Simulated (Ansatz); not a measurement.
# AlNH (doublet): from Hartree-Fock to the top rungs at scale of all distances = 1.137, 6-31G

Aim: climb from Hartree-Fock through coupled cluster and multireference methods for AlNH (doublet) at one geometry and basis, and see what each rung misses.

Computed with Ansatz 0.2.0, Gaussian basis. Level: 6-31G, core rule «outside noble gas», up to 6 orbitals frozen.

To be run: UHF; CCSD(T) on ROHF; CCSD(T) on UHF; BCCD(T) on ROHF; CISD; CCSDT(Q) on ROHF; CCSDT(Q) on UHF; CCSDTQ on ROHF; CASSCF and MRCISD+Q, 3 electrons in 3 orbitals; CASSCF and NEVPT2, 3 electrons in 3 orbitals; CASSCF and MRCISD+Q, 9 electrons in 9 orbitals; CASSCF and NEVPT2, 9 electrons in 9 orbitals; Full CI; Full CI in the symmetry of the determinant.

16 further runs of the same task are left out: 5 for a known fault of the program, 10 that didn't finish, 1 set aside as unsound or not needed.

### 1 What is computed

The geometry derives from a PBE0/def2-TZVP stationary point (not a proven minimum). All distances are scaled together.

3 atoms, charge 0, spin multiplicity 2.

Atoms are counted from 1 here; the program's logs count them from 0.

Bond lengths: Al1–N2 1.975 Å, N2–H3 1.156 Å. Angles: Al1–N2–H3 130.8°.

As a file:

```csv
atom,x (Å),y (Å),z (Å)
Al1,0.0000,0.0372,0.7237
N2,0.0000,-0.1213,-1.2454
H3,0.0000,0.6907,-2.0675
```

### 2 UHF

in.yaml

```yaml
crystal:
  periodic: [false, false, false]
  atoms:
    - {symbol: Al, position_ang: [0.000000, 0.037153, 0.723729]}
    - {symbol: N, position_ang: [0.000000, -0.121273, -1.245361]}
    - {symbol: H, position_ang: [0.000000, 0.690712, -2.067509]}
basis:
  gaussian: {orbitals: 6-31G}
magnetization: {spin_polarized: true, initial_magnetization: 1}
hamiltonian: {xc: hf}
output: {orbitals: {seedname: orbitals}}
```

Run with:

```console
ansatz run in.yaml --threads 1 --pin off --events-out ev --progress --plain --max-ram 2393MiB
```

Further steps of the session: CCSD(T) on ROHF; CCSD(T) on UHF; BCCD(T) on ROHF; CISD; CCSDT(Q) on ROHF; CCSDT(Q) on UHF; CCSDTQ on ROHF; CASSCF and MRCISD+Q, 3 electrons in 3 orbitals; CASSCF and NEVPT2, 3 electrons in 3 orbitals; CASSCF and MRCISD+Q, 9 electrons in 9 orbitals; CASSCF and NEVPT2, 9 electrons in 9 orbitals; Full CI; Full CI in the symmetry of the determinant.

**Question.** What will the summary of the whole plan be? Wanted: FCI below the RHF energy; UMP2 from FCI; UCCSD(T) from FCI; UCCSDT(Q) from FCI; NEVPT2 pair from FCI; MRCISD+Q pair from FCI; NEVPT2 valence from FCI; T1 diagnostic; effectively unpaired electrons.

As calculated:

```
                         quantity                             value
         FCI below the RHF energy                        -3.9854 eV
                    UMP2 from FCI                        +770.8 meV
                UCCSD(T) from FCI                         +48.0 meV
               UCCSDT(Q) from FCI                         +17.3 meV
             NEVPT2 pair from FCI                        +698.9 meV
           MRCISD+Q pair from FCI                         +42.9 meV
          NEVPT2 valence from FCI                        +498.7 meV
levels within 1 kcal/mol (43 meV)  UCCSDT, UCCSDT(Q), MRCISD+Q pair
                    T1 diagnostic                             0.030
   effectively unpaired electrons                              1.16
```

**Reading.** UCCSD(T) lands +48.0 meV from the yardstick (1.2 % of the correlation energy). One determinant dominates. Of the multireference levels listed MRCISD+Q pair comes nearest in total energy (+42.9 meV), which doesn't show that its space is the better one. The lowest state has another symmetry than the determinant, whose own symmetry lies 0.02 eV higher, so single-reference misses include that gap. These misses are within one basis, not against nature; the frozen cores of restricted and unrestricted runs differ, which can shift their rows.
